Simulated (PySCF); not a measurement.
A structure optimised at TPSSh-D3(BJ)/def2-TZVP, used in a PySCF frequency run:

```xyz
9

C      1.3786     0.0000     0.5123
S      0.0000     0.0000    -0.6595
C     -1.3786     0.0000     0.5123
H      1.3584    -0.8935     1.1392
H      2.2962     0.0000    -0.0763
H      1.3584     0.8935     1.1392
H     -1.3584    -0.8935     1.1392
H     -2.2962     0.0000    -0.0763
H     -1.3584     0.8935     1.1392
```
Charge 0, spin multiplicity 1.

Problem. Write its SMILES, formula and point group.

Solution. CSC, C2H6S, C2v

Problem. What are its rotational constants (standard atomic weights)?

Solution. 17.794, 7.5494, 5.6844 GHz
